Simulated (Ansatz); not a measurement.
Process, species as SMILES: FCl (F-Cl) → ClF+ (doublet, bonded as FCl) + e-
B3LYP-D3(BJ)/def2-TZVP geometries, fixed; electronic energies without zero-point terms.

Basis-set convergence of the adiabatic ionisation energy at CCSD(T) with Ansatz (a first-principles code). Cartesian d functions, on some or all atoms, in 6-31+G*, 6-311+G**; all else is spherical. Cores are frozen. Open shells are unrestricted. No added dispersion term, no relativity. Functions are those of the species that has most. Reference: Hartree-Fock in aug-cc-pV(Q+d)Z plus the correlation part extrapolated as X^-3 from aug-cc-pV(T+d)Z and aug-cc-pV(Q+d)Z, 12.717 eV, itself unsure by roughly 0.031 eV (a third of the extrapolation step and of the last Hartree-Fock step). Deviations are taken from unrounded values.

```tsv
basis	functions	adiabatic ionisation energy (eV)	minus reference (eV)
3-21G	22	12.446	-0.271
def2-SVP	32	12.361	-0.356
pcseg-1	32	12.489	-0.228
6-31+G*	42	12.392	-0.325
6-311+G**	53	12.431	-0.286
aug-cc-pV(D+d)Z	55	12.547	-0.170
cc-pV(T+d)Z	69	12.441	-0.276
cc-pV(Q+d)Z	119	12.595	-0.123
aug-cc-pV(Q+d)Z	169	12.645	-0.072
```
